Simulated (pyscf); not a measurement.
PySCF, gas phase, ωB97X-D3(BJ)/def2-SVP geometries.

Estimate the classical barrier height and the reaction energy of H₃C–O–GeH=O -> O=Ge=O + CH₄ at r²SCAN/def2-TZVP. The step runs on the singlet surface, breaks Ge–H, C–O and forms C–H; take the reactant's lowest minimum found as zero.

ΔE‡ = 3.65 eV, ΔE = +0.66 eV. CCSD(T)/def2-TZVPP + ΔMP2(QZVPP) gives 3.89 eV and +0.67 eV. Zero-point energy shifts the barrier by -0.13 eV. It is an elimination, with an imaginary mode of 1400i cm⁻¹. On the reactant side the descent ends in a point that may be a rotor saddle (no frequency run), 0.13 eV over the lowest minimum found and 3.97 eV under the saddle at ωB97X-D3(BJ)/def2-TZVP. At ωB97X-D3(BJ)/def2-TZVP the barrier from the zero used here is 4.10 eV. The same reactants have a lower exit, to H₃C–O• + [O=GeH]• (no saddle counted: cutting one bond costs +3.71 eV at ωB97M-D3(BJ)/def2-TZVP, against +4.01 eV here). H₃C–O–GeH=O lies 1.04 eV over its isomer H₃C–Ge(=O)–OH (electronic energy, ωB97M-D3(BJ)/def2-TZVP). This is the saddle that the search found; another between the same sides may lie lower. The CCSD(T) − MP2 part came from Ansatz, without density fitting, on the same reference. The largest closed-shell T1 diagnostic is 0.030, which may signal static correlation. The frozen core leaves the outer d or s,p core shells of the metals and heavy elements correlated in the MP2 and CC values, and def2-TZVPP describes them poorly, which can shift differences by a few kcal/mol. Elements up to Kr have no core potential and no relativistic terms here.
